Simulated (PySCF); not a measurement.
CH, charge +1, multiplicity 1. Atoms are numbered in the order given.

```xyz
2

C      0.0000     0.0000    -0.1625
H      0.0000     0.0000     0.9751
```
Charge +1, spin multiplicity 1.

Geometry: B3LYP-D3(BJ)/def2-TZVPD.

Calculation: TDDFT-PBE0/def2-TZVPD in PySCF.

Vertical excitations; the highest root listed may be one member of a degenerate set. The molecule is in vacuum. State labels are in the subgroup C2v.

Computed excitation energies, oscillator strengths and character:
| state | symmetry | energy (eV) | λ (nm) | f | main pairs |
|---|---|---|---|---|---|
| S1 | B1 | 2.76 | 449 | 0.005 | HOMO→LUMO (degenerate set) |
| S2 | B2 | 2.76 | 449 | 0.005 | HOMO→LUMO+1 (degenerate set) |
| S3 | A1 | 12.64 | 98 | 0.295 | HOMO→LUMO+2 96 % |
| S4 | B1 | 13.44 | 92 | 0.176 | HOMO−1→LUMO (degenerate set) |
| S5 | B2 | 13.44 | 92 | 0.176 | HOMO−1→LUMO+1 (degenerate set) |
| S6 | A1 | 15.81 | 78 | 0.097 | HOMO→LUMO+3 94 % |
| S7 | B1 | 16.35 | 76 | 0.056 | HOMO→LUMO+4 (degenerate set) |
| S8 | B2 | 16.35 | 76 | 0.056 | HOMO→LUMO+5 (degenerate set) |
| S9 | A1 | 17.28 | 72 | 0.238 | HOMO→LUMO+6 98 % |
| S10 | A1 | 17.62 | 70 | 0.000 | HOMO→LUMO+7 100 % |
| T1 | B2 | 0.65 | 1904 | 0 | HOMO→LUMO+1 (degenerate set) |
| T2 | B1 | 0.65 | 1904 | 0 | HOMO→LUMO (degenerate set) |
| T3 | B2 | 9.23 | 134 | 0 | HOMO−1→LUMO+1 (degenerate set) |
| T4 | B1 | 9.23 | 134 | 0 | HOMO−1→LUMO (degenerate set) |
Triplets are in the Tamm–Dancoff approximation, which puts them higher than full response would, so one can lie above its singlet here.
